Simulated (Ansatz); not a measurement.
PbO: experiment and calculation

**The experiment to reproduce.**

“X-ray spectroscopic study of amorphous and polycrystalline PbO films, α-PbO, and β-PbO for direct conversion imaging”, 2017, pmc:5640621 quotes, for a powder of PbO at 300 K: lattice constant a 5.6253 Å; lattice constant c 5.0259 Å.

The runs below are set against these values where they give the same quantity.

Level of theory: Ansatz 0.2.0, DFT PBEsol, scalar-relativistic, plane waves, PAW.

Plane waves to 420 eV, a k mesh through Γ of 8×8×6 on the computed 4-atom cell and Gaussian smearing (0.02 eV); no spin polarisation.

Relaxed structure, symmetry kept:

```yaml
crystal:
  lattice:
    - [3.98749, 0.00000, 0.00000]
    - [0.00000, 3.98749, 0.00000]
    - [0.00000, 0.00000, 5.07990]
  atoms:
    - { symbol: Pb, position: [0.00000, 0.50000, 0.23316] }
    - { symbol: Pb, position: [0.50000, 0.00000, 0.76684] }
    - { symbol: O, position: [0.00000, 0.00000, 0.00000] }
    - { symbol: O, position: [0.50000, 0.50000, 0.00000] }
```

| Quantity | Value |
| --- | --- |
| Space group | P4/nmm (No. 129) |
| Volume per atom | 20.19 Å³ |
| Formation energy from the elements' standard states (uncorrected) | -1.115 eV/atom |
| Kohn–Sham band gap | 1.23 eV, indirect from (-0.083, -0.078, 0.000) to M |
| Löwdin character of the top 1 eV of the valence band | O 2p 61 %, Pb 6s 20 %, Pb 6p 17 % |
| Löwdin character of the lowest 1 eV of the conduction band | Pb 6p 69 %, O 2s 9 %, O 2p 9 %, Pb 6s 8 %, unprojected 6 % |
| Electron masses at the edge by Cartesian direction of the standard setting (m_e; degenerate bands sorted by energy; no spin-orbit coupling) | x: 0.30, 0.30; y: 0.30, 0.30; z: 0.41, 0.41 |
| Hole masses at the edge by Cartesian direction of the standard setting (m_e; degenerate bands sorted by energy; no spin-orbit coupling) | x: 3.9; y: 4.7; z: 1.2 |
| Bader charges (e) | Pb (2 in the cell) 1.15, O (2 in the cell) -1.15 |

Spin-orbit coupling is left out, which matters for the bands of heavy elements.

Against the measured lattice constant a of PbO, 5.6253 Å (300 K; powder; quoted in the paper above), the calculated 3.987 Å is off by -29.1 %. So large a difference can come from the functional (as between layers that it hardly binds), but also from another choice of axes, another phase or a misread value. Measured lattice constant c of PbO: 5.0259 Å (300 K; powder; quoted in the paper above). This calculation gives 5.080 Å (+1.1 %). The calculation is for 0 K without zero-point motion.

Cost: 8 runs of about 7.2 core-minutes in all, on Intel Xeon Platinum 8259CL (Skylake/Cascade Lake) (shared hosts).